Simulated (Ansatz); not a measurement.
Process, species as SMILES: CCl (CH3-Cl) → CH3Cl+ (doublet, bonded as CCl) + e-
B3LYP-D3(BJ)/def2-TZVP geometries, fixed; electronic energies without zero-point terms.
Largest species:
```
C
H 1 1.0858
H 1 1.0858 2 110.57
H 1 1.0858 2 110.57 3 -122.80
Cl 1 1.7944 2 108.35 3 118.60
```

Energies in hartree at MP2 with Ansatz (a first-principles code); the adiabatic ionisation energy is their sum with the coefficients shown, times 27.2114 eV a hartree. All functions are spherical. Cores are frozen. Open shells are unrestricted. No added dispersion term, no relativity.

| species | coefficient | part | cc-pV(D+d)Z | cc-pV(T+d)Z | cc-pV(Q+d)Z |
|---|---|---|---|---|---|
| CCl (CH3-Cl) | -1 | Hartree-Fock | -499.11954 | -499.14866 | -499.15509 |
| CCl (CH3-Cl) | -1 | correlation | -0.28794 | -0.37308 | -0.40402 |
| CH3Cl+ (doublet, bonded as CCl) | +1 | Hartree-Fock | -498.73897 | -498.77053 | -498.77712 |
| CH3Cl+ (doublet, bonded as CCl) | +1 | correlation | -0.26013 | -0.33345 | -0.35999 |

Q: Predict the adiabatic ionisation energy in cc-pV(5+d)Z (X = 5): let each Hartree-Fock step shrink by the ratio of the last two, and fit each correlation energy at X = 3 and 4 to E + A/X^3. Compare with the run.

A: 
- CCl (CH3-Cl): steps -0.02912 and -0.00643, ratio 0.221, so Hartree-Fock -499.15651 (run: -499.15644); A = (-0.37308 - (-0.40402))/(1/27 - 1/64) = 1.4450, correlation -0.40402 - A/64 + A/125 = -0.41504 (run: -0.41649).
- CH3Cl+ (doublet, bonded as CCl): steps -0.03156 and -0.00659, ratio 0.209, so Hartree-Fock -498.77850 (run: -498.77851); A = (-0.33345 - (-0.35999))/(1/27 - 1/64) = 1.2395, correlation -0.35999 - A/64 + A/125 = -0.36944 (run: -0.37077).
Predicted 11.527 eV; the run in cc-pV(5+d)Z gives 11.528, a miss of -0.001. Keeping the value in cc-pV(Q+d)Z, 11.483, would miss by -0.045. All sums are of the energies as printed.
